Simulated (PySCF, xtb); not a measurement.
# Two structures of CH2PSi+

We compare a, a singlet given by its coordinates, with b, a singlet given by its coordinates. Both are isolated ions in the gas phase, relaxed with PBE0-D4/def2-SVP.

a (Å):

```xyz
5

C    -0.7427    1.2245   -1.3752
P     0.7908    1.5052   -0.7704
Si   -0.9083    2.9602   -1.9161
H    -1.3265    0.2992   -1.3851
H     0.7276    2.9986   -1.2007
```

Close contacts (Å): C1–P2 1.67, C1–Si3 1.83, P2–Si3 2.51, C1–H4 1.09, P2–H5 1.56, Si3–H5 1.79.

b (Å):

```yaml
atoms:
  - { symbol: C, position_ang: [-0.7801, 0.2155, -0.2119] }
  - { symbol: P, position_ang: [-0.5242, 1.4334, 1.0126] }
  - { symbol: Si, position_ang: [0.8159, -0.1098, 0.4248] }
  - { symbol: H, position_ang: [-1.6152, -0.0023, -0.8879] }
  - { symbol: H, position_ang: [1.9966, -0.9946, 0.3265] }
```

Close contacts (Å): C1–P2 1.75, C1–Si3 1.75, P2–Si3 2.13, C1–H4 1.10, Si3–H5 1.48.

Energies in hartree; the thermal terms are from GFN2-xTB frequencies at re-optimised GFN2-xTB minima (ideal gas, soft modes damped towards free rotors, one conformer each, 298.15 K, 1 atm) and include the zero-point energy:

|  | a | b |
| --- | --- | --- |
| E, CCSD(T)/def2-TZVP | −668.837336 | −668.823055 |
| zero-point energy | 0.023275 | 0.023945 |
| H(298 K) − E | 0.028377 | 0.028659 |
| G(298 K) − E | −0.003689 | −0.002297 |

**Question.** Work out ΔE, ΔE₀, ΔH and ΔG for a → b in kJ/mol (1 Eh = 2625.50 kJ/mol) and the equilibrium ratio [b]/[a].

**Answer.** 1. ΔE = −668.823055 − (−668.837336) = +0.014281 Eh = +37.49 kJ/mol.
2. ΔE₀ = ΔE + ΔZPE = +0.014281 + (+0.000670) Eh = +39.25 kJ/mol.
3. ΔH = ΔE + (+0.000282) Eh = +38.24 kJ/mol.
4. ΔG = ΔE + (+0.001392) Eh = +41.15 kJ/mol, so ΔS = (ΔH − ΔG)/T = −9.8 J/(mol K).
5. kT = 0.9442 mEh, so K = [b]/[a] = exp(−ΔG/kT) = exp(−16.60) ≈ 6.2 × 10^−8.

Structure a is favoured at this temperature. An error of 4 kJ/mol in ΔG would change K by a factor of 5. Mirror images and further conformers aren't counted.

Other levels gave ΔE = +31.1 (PBE0-D4/def2-SVP); +20.4 (HF/def2-TZVP); +30.9 (MP2/def2-TZVP) kJ/mol. The correlated steps freeze 11 core orbitals. Programs: PySCF 2.14.0, xtb 6.7.1.
